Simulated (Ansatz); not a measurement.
# SiH (quartet): wave-function methods side by side at distance Si1–H2 = 1.197 Å, cc-pVQZ

One table from this session's results is given with a row withheld; the runs are named, their logs left out.

The runs use Ansatz 0.2.0, Gaussian basis; cc-pVQZ, core rule «outside noble gas», up to 5 orbitals frozen.

Plan: UHF; CCSD(T) on ROHF; CCSD(T) on UHF; BCCD(T) on ROHF; CCSDT(Q) on ROHF; CCSDT(Q) on UHF; CASSCF and MRCISD+Q, 5 electrons in 5 orbitals; CASSCF and NEVPT2, 5 electrons in 5 orbitals.

10 further runs of the same task are left out: 10 that didn't finish. Runs told in other sessions of the task aren't counted.

## The geometry

The geometry derives from a PBE0/def2-TZVP stationary point (not a proven minimum). One bond is set to the value named and the two fragments are kept rigid.

2 atoms, charge 0, spin multiplicity 4.

Atoms are counted from 1 here; the program's logs count them from 0.

Bond lengths: Si1–H2 1.197 Å.

Set-up of the first run:

The input, in.yaml:

```yaml
crystal:
  periodic: [false, false, false]
  atoms:
    - {symbol: Si, position_ang: [0.000000, 0.000000, 0.000000]}
    - {symbol: H, position_ang: [0.000000, 0.000000, 1.197000]}
basis:
  gaussian: {orbitals: cc-pVQZ}
magnetization: {spin_polarized: true, initial_magnetization: 3}
hamiltonian: {xc: hf}
output: {orbitals: {seedname: orbitals}}
```

Started as:

```sh
ansatz run in.yaml --threads 1 --pin off --events-out ev --progress --plain --max-ram 4096MiB --backend cpu
```

Steps of the session up to this table: UHF; CCSD(T) on ROHF; CCSD(T) on UHF; BCCD(T) on ROHF; CCSDT(Q) on ROHF; CCSDT(Q) on UHF; CASSCF and MRCISD+Q, 5 electrons in 5 orbitals; CASSCF and NEVPT2, 5 electrons in 5 orbitals.

One of the session's tables, all rows but one given; the rest of the session is left out.

It belongs to the step «Misses and costs». 

| method | from UCCSDT(Q) (kJ/mol) |
| --- | --- |
| ROHF | +221.5 |
| UHF | +219.7 |
| RMP2 | +50.0 |
| UMP2 | +50.0 |
| RCCSD | +9.1 |
| UCCSD | +8.9 |
| RCCSD(T) | +2.1 |
| UCCSD(T) | +1.9 |
| BCCD(T) | +2.0 |
| RCCSDT | +0.3 |
| UCCSDT | +0.2 |
| RCCSDT(Q) | +0.2 |
| UCCSDT(Q) | 0 |
| CASSCF valence | ? |
| NEVPT2 valence | +55.8 |
| MRCISD valence | +10.6 |
| MRCISD+Q valence | +3.1 |

Estimate the missing values for CASSCF valence.

**Answer.** from UCCSDT(Q) (kJ/mol): +186.0. In the column «from UCCSDT(Q) (kJ/mol)» it lies between NEVPT2 valence (+55.8) and UHF (+219.7).

Limits of these values: Restricted and unrestricted rows rest on different reference determinants; a gap between their highest levels can come from leftover correlation error, from unlike frozen cores or from another state.
